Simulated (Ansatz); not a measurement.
`CNNC` → `[CH2]` (triplet) + `CNN` at 500 K and 1 bar (formal loss of a carbene).

Computed with Ansatz on PBE0-D4/def2-TZVP structures; ΔE is electronic, products minus reactants. CBS: MP2 limit from def2 TZ/QZ plus the TZ coupled-cluster correction, frozen cores. This one scheme is used for every species. Triplets are unrestricted, without spin–orbit coupling. Each species was taken in one conformer, which may not be the lowest.

```json
{"species": "`CNNC`", "CCSD(T)/CBS energy (Eh)": "-190.26743", "H − E (kJ/mol)": "326.6", "S (J/(mol·K))": "345.4"}
{"species": "`[CH2]` (triplet)", "CCSD(T)/CBS energy (Eh)": "-39.09499", "H − E (kJ/mol)": "62.7", "S (J/(mol·K))": "213.9"}
{"species": "`CNN`", "CCSD(T)/CBS energy (Eh)": "-151.01675", "H − E (kJ/mol)": "244.5", "S (J/(mol·K))": "309.1"}
```

H − E and S are ideal-gas, rigid-rotor, harmonic terms from PBE0-D4/def2-TZVP, for one conformer and one mirror image of each species, with the whole ground term of open shells counted as degenerate. 1 Eh = 2625.50 kJ/mol, R = 8.31446 J/(mol·K).

Q: By hand: ΔE, ΔH, ΔS and ΔG.

A: ΔE = (-39.09499) + (-151.01675) − (-190.26743) = 0.15569 Eh = 408.8 kJ/mol. Δ(H − E) = 62.7 + 244.5 − 326.6 = -19.4, so ΔH = 389.4 kJ/mol. ΔS = 213.9 + 309.1 − 345.4 = 177.6 J/(mol·K). ΔG = 389.4 − 500 × (177.6)/1000 = 300.6 kJ/mol.

Q: By hand: the equilibrium constant, and the temperature at which ΔG would vanish if ΔH and ΔS stayed fixed.

A: log₁₀ K = −ΔG/(RT ln 10) = -31.4. ΔG = 0 at ΔH/ΔS = 2193 K.

The number of gas molecules changes by +1, which sets the sign of ΔS. A doubt of 5 kJ/mol in ΔE shifts log₁₀ K by 0.5 here. Other conformers and mirror images would add mixing entropy, several J/(mol·K) or more a flexible species. A triplet takes part, so the spin changes. These are equilibria of isolated gas molecules and say nothing of rates. Largest T1 diagnostic: 0.011 (customary marks: 0.02 for closed shells, 0.045 for open ones).
